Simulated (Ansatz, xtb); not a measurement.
# BH2NS: 4 structures ranked

4 gas-phase structures of BH2NS, found in a search over its isomers (lower ones may exist). Each was relaxed with GFN2-xTB:

A. `NB=S`, a singlet
B. `B1NS1`, a singlet
C. `B=NS`, a singlet
D. `N=BS`, a singlet

Task: Make a reasoned guess at their ranking by r2SCAN-D4/def2-SVP single-point energy.

Result: Calculated order at r2SCAN-D4/def2-SVP: A (0.0), D (22.6), B (57.2), C (59.5) kcal/mol.

Energies above the lowest of each column, in kcal/mol; the last columns are at B3LYP-D3(BJ)/def2-SVP geometries and were run for some of them only (a dash: not run or not comparable):

```tsv
structure	GFN2-xTB	HF/STO-3G	r2SCAN-D4/def2-SVP	B3LYP-D3(BJ)/def2-SVP	CCSD(T)/def2-TZVPP
A	0.0	0.0	0.0	0.0	0.0
D	10.1	12.3	22.6	20.8	20.2
B	30.3	44.2	57.2	55.3	52.4
C	22.6	35.9	59.5	–	–
```

Every level run on A puts it lowest or level with the lowest. Flexible structures stand in one conformer each, not always the lowest. Frequencies (B3LYP-D3(BJ)/def2-SVP) were run for A, B, D alone.

Over these structures GFN2-xTB departs from r2SCAN-D4/def2-SVP by 12.8 kcal/mol on average once a common shift is removed. A GFN2-xTB relaxation took about 0.065 s and the r2SCAN-D4/def2-SVP energy about 1.2 s on a shared host (Ansatz 0.2.0, xtb 6.7.1).
